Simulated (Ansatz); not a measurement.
**C6H10: one species, many methods**

One table from this session's results is given with a row withheld; the runs are named, their logs left out.

Program: Ansatz 0.2.0, Gaussian basis. Level of theory: functionals in def2-TZVPP, the program's frozen cores in correlated methods. These are calculated values, not measurements.

Plan: LDA (SPW92), PBE-D4, revPBE-D4, BLYP-D4, r2SCAN-D4, B97M-V, PBE0-D4, B3LYP-D4, r2SCANh-D4, r2SCAN0-D4, HSE06-D4, BHLYP-D4, CAM-B3LYP-D4, LC-ωPBE, ωB97X-V, ωB97M-V, B2PLYP, PBE-QIDH; CCSD(T)/def2-SVP; CCSD(T)/def2-TZVPP; MP2/def2-QZVPP; extrapolation to the limit; RPA on PBE.

**The geometry**

An earlier PBE0-D4 in a triple-zeta def2 set relaxation fixed the geometry.

16 atoms, charge 0, spin multiplicity 1.

Atoms are counted from 1 here; the program's logs count them from 0.

Bond lengths: C1–C2 1.332 Å, C1–H7 1.083 Å, C1–H8 1.084 Å, C2–C3 1.460 Å, C2–H9 1.088 Å, C3–C4 1.336 Å, C3–C5 1.502 Å, C4–H10 1.084 Å, C4–H11 1.085 Å, C5–C6 1.526 Å, C5–H12 1.093 Å, C5–H13 1.095 Å, C6–H14 1.092 Å, C6–H15 1.091 Å, C6–H16 1.092 Å. Angles: C2–C1–H7 121.0°, C2–C1–H8 122.3°, H7–C1–H8 116.7°, C1–C2–C3 126.3°, C1–C2–H9 118.6°, C3–C2–H9 115.1°, C2–C3–C4 119.3°, C2–C3–C5 119.5°, C4–C3–C5 121.3°, C3–C4–H10 121.6°, C3–C4–H11 121.3°, H10–C4–H11 117.1°, C3–C5–C6 112.9°, C3–C5–H12 108.7°, C3–C5–H13 109.6°, C6–C5–H12 109.3°, C6–C5–H13 109.7°, H12–C5–H13 106.4° and more.

The first run:

Input file in.yaml:

```yaml
crystal:
  periodic: [false, false, false]
  atoms:
    - {symbol: C, position_ang: [-0.622422, -2.048412, -0.301821]}
    - {symbol: C, position_ang: [0.519840, -1.433992, 0.000284]}
    - {symbol: C, position_ang: [0.795180, -0.006173, -0.134046]}
    - {symbol: C, position_ang: [2.021607, 0.451089, 0.135726]}
    - {symbol: C, position_ang: [-0.307840, 0.922417, -0.554672]}
    - {symbol: C, position_ang: [-1.291768, 1.225412, 0.572062]}
    - {symbol: H, position_ang: [-0.728500, -3.119572, -0.181387]}
    - {symbol: H, position_ang: [-1.485561, -1.513375, -0.681122]}
    - {symbol: H, position_ang: [1.349159, -2.030240, 0.374327]}
    - {symbol: H, position_ang: [2.271157, 1.501278, 0.033918]}
    - {symbol: H, position_ang: [2.811425, -0.215412, 0.464945]}
    - {symbol: H, position_ang: [0.135325, 1.856449, -0.909039]}
    - {symbol: H, position_ang: [-0.844603, 0.491998, -1.406497]}
    - {symbol: H, position_ang: [-0.782903, 1.720692, 1.401926]}
    - {symbol: H, position_ang: [-1.748968, 0.314408, 0.961921]}
    - {symbol: H, position_ang: [-2.091128, 1.883433, 0.223478]}
basis:
  gaussian: {orbitals: def2-TZVPP}
hamiltonian: {xc: lda}
output: {orbitals: {seedname: orbitals}}
```

Started as:

```sh
$ ansatz run in.yaml --threads 2 --pin off --events-out ev --progress --plain --max-ram 22528MiB --backend cuda --devices 0, --max-vram 18GiB
```

Steps of the session up to this table: LDA; PBE-D4 (GGA); revPBE-D4 (GGA); BLYP-D4 (GGA); r2SCAN-D4 (meta-GGA); B97M-V (meta-GGA); B3LYP-D4 (hybrid); r2SCANh-D4 (hybrid); r2SCAN0-D4 (hybrid); HSE06-D4 (hybrid); BHLYP-D4 (hybrid); CAM-B3LYP-D4 (range-separated); LC-ωPBE (range-separated); ωB97X-V (range-separated); ωB97M-V (range-separated); B2PLYP (double hybrid); PBE-QIDH (double hybrid).

One of the session's tables, all rows but one given; the rest of the session is left out.

It belongs to the step «Orbital energies across the functionals». 

```
  functional  HOMO (eV)  gap (eV)
 LDA (SPW92)      -5.91      3.94
      PBE-D4      -5.71      3.97
   revPBE-D4      -5.63      3.99
     BLYP-D4      -5.53      3.95
   r2SCAN-D4      -5.86      4.29
      B97M-V      -5.85      4.35
     PBE0-D4      -6.68      5.89
    B3LYP-D4      -6.47      5.47
  r2SCANh-D4      -6.23      5.01
  r2SCAN0-D4      -6.79      6.09
    HSE06-D4      -6.29      5.12
    BHLYP-D4      -7.50      7.78
CAM-B3LYP-D4      -7.91      8.22
     LC-ωPBE          ?         ?
     ωB97X-V      -8.87     10.22
     ωB97M-V      -8.79     10.03
```

Q: Estimate the row for LC-ωPBE from the others.

**Answer.** HOMO (eV): -9.24; gap (eV): 10.66. In the column «HOMO (eV)» it is the lowest.
